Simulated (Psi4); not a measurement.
# PBE/cc-pVDZ (density fitting, sweep point 6) run of H7PSi2 (SMILES [SiH3]P[SiH3])

We compute energy and forces of H7PSi2. 

Program for the calculation: Psi4 1.11.

## (1) Starting point

H7PSi2: 10 atoms, total charge 0, spin state singlet. SMILES: `[SiH3]P[SiH3]`. The shape is that of a PBE0-D4/def2-TZVP optimisation.

Bond lengths: Si1–P2 2.250 Å, P2–Si3 2.250 Å, Si1–H4 1.486 Å, Si1–H5 1.487 Å, Si1–H6 1.486 Å, P2–H7 1.422 Å, Si3–H8 1.486 Å, Si3–H9 1.486 Å, Si3–H10 1.487 Å. Some angles: Si1–P2–Si3 95.8°, Si1–P2–H7 94.6°, Si3–P2–H7 94.6°, P2–Si1–H4 108.7°, P2–Si1–H5 113.6°, P2–Si1–H6 107.4°, P2–Si3–H8 108.7°, P2–Si3–H9 107.4°, P2–Si3–H10 113.6°, H4–Si1–H5 109.0°.

## (2) Energy and forces at PBE/cc-pVDZ (density fitting, sweep point 6)

File input.dat:

```
memory 1.6 GB

molecule geom {
  0 1
  Si    -1.293600     0.739000    -0.772200
  P     -0.480900    -1.286900    -0.226900
  Si     1.218600    -0.517700     1.031000
  H     -2.304600     0.574000    -1.848800
  H     -0.250300     1.695000    -1.230100
  H     -1.956000     1.292600     0.437500
  H      0.301300    -1.417200    -1.407700
  H      2.134200    -1.647000     1.338800
  H      0.636600    -0.003100     2.298000
  H      1.994800     0.571500     0.380300
  symmetry c1
}

set basis cc-pVDZ
set scf_type df
set diis_max_vecs 4

energy_value = gradient("pbe")
print_variables()
```

Launch:

```bash
$ psi4 -n 1 input.dat output.dat
```

What values should one expect? Wanted: total energy; dipole moment; HOMO energy; LUMO energy; HOMO–LUMO gap; largest force on an atom.

Computed results:

Level: PBE/cc-pVDZ (density fitting, sweep point 6).

```
                quantity          value
            total energy  -924.05614 Eh
           dipole moment         0.65 D
             HOMO energy       -6.34 eV
             LUMO energy       -0.55 eV
           HOMO–LUMO gap        5.79 eV
largest force on an atom     0.736 eV/Å
```

What this shows: The largest force is 0.74 eV/Å: the shape isn't a stationary point for this species at this level.
